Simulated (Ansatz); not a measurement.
Results of r²SCAN (PAW; Ansatz, a first-principles code) for solid CO2 (dry ice).

Run with plane-wave cutoff 500 eV, 6×6×6 k mesh, gaussian smearing 0.02 eV, scalar-relativistic PAW data made under PBE.

Computed at the level's own relaxed cell.

### Question
Estimate the volume per atom, equilibrium lattice constant a and band gap that the calculation returns.

### Answer

- volume per atom: 14.47 Å³/atom
- equilibrium lattice constant a: 5.579 Å
- band gap: 7.52 eV (on the SCF k mesh)

Measured, for comparison: equilibrium volume per atom 14.32 Å³/atom, lattice constant a 5.56 Å (5 K, zero-point motion not removed; as tabulated in Tran et al. (2019), arXiv:1903.00284). Computed (rounded) less measured: equilibrium volume per atom +1.0 %, lattice constant a +0.3 %.

Note: the cell comes from a level without a dispersion term, which matters for the spacing of layers, chains or molecules.

Computed values are for the static lattice.
